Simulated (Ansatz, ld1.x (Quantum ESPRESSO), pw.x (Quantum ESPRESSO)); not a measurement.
# vanadium: one change to the TM potential, in the atom and in the bcc crystal

ld1.x (Quantum ESPRESSO) 7.5 input, shortened:

```
&input
   title='V', zed=23., rel=1, dft='PBE', iswitch=3,
   config='[Ar] 3d3.5 4s1.5 4p0'
 /
 &inputp
   pseudotype=2, tm=.true., lloc=-1, rcloc=3.55,
   nlcc=.true.
 /
3
4S  1  0   1.50   0.00  2.50  2.50  0.0
4P  2  1   0.00   0.00  3.55  3.55  0.0
3D  3  2   3.50   0.00  2.45  2.45  0.0
 &test
   configts(1)='3d3.5 4s1.5 4p0'
 /
```

Change: reference 3d3 4s1 4p1.

Cutoffs, loose and tight: the cutoffs (Ry, on a coarse ladder) from which the occupation-weighted sum of valence levels, in a spherical-Bessel basis at the reference potential, stays within 10 and 1 mRy of its value at 400 Ry. They do not see the model core or the augmentation charge, which bear on the density cutoff. Test errors are all-electron minus pseudo excitation energies from the reference, over the configurations 3d3 4s2 4p0; 3d3 4s1 4p0; 3d3 4s0 4p0; 3d2 4s2 4p0; 3d2 4s0 4p0; 3d2 4s2 4p1; 3d4 4s0 4p0; variants that change the core or the reference have their own tests.

Crystal test: bcc V in pw.x 7.5, no spin, 15³ k-points, Fermi–Dirac smearing 0.01 Ry, cutoffs set for each file from its atomic test. The reference is all-electron LAPW (Ansatz 0.2.0) with the same functional, mesh and smearing; V0 and B0 come from Birch–Murnaghan fits to the pressures at five volumes. Errors are pseudo minus all-electron; Δ is the rms difference of the E(V) curves that follow from these fits, minima aligned, over ±6 % about the mean V0. Mesh and smearing are coarse, so the numbers serve the comparison and aren't converged zero-temperature values; the lattice is a test structure that the element need not adopt.

All-electron: a0 = 3.000 Å (V0 = 13.50 Å³/atom), B0 = 179.4 GPa.

Problem. Does the change bring the crystal closer to the all-electron result?

Solution. The mean pressure error goes from +15.83 to +18.82 GPa, so the change moves the solid further from the all-electron pressures. Neither pressure curve crosses zero within the volumes sampled, so no fits are given.

```tsv
quantity	base	changed
outcome (atom)	generated	generated
cutoff, loose (atom)	45 Ry	45 Ry
cutoff, tight (atom)	50 Ry	50 Ry
bound ghosts (atom)	none	none
largest test error (meV) (atom)	-236 over the solved tests; 1 of 7 tests not solved or not reliable	-128
cutoffs in pw.x (Ry)	60/240	60/240
mean pressure error (GPa)	+15.83	+18.82
```

Base: The largest radius (3.55 bohr) exceeds half the bond length (2.45 bohr), so the spheres overlap, which is one possible source of error among others. This is a poor potential for the solid. Atomic configuration tests: 1 of 7 tests not solved or not reliable. Changed file: The largest radius (3.55 bohr) exceeds half the bond length (2.45 bohr), so the spheres overlap, which is one possible source of error among others. This is a poor potential for the solid. The atomic cutoffs weigh occupied waves only.
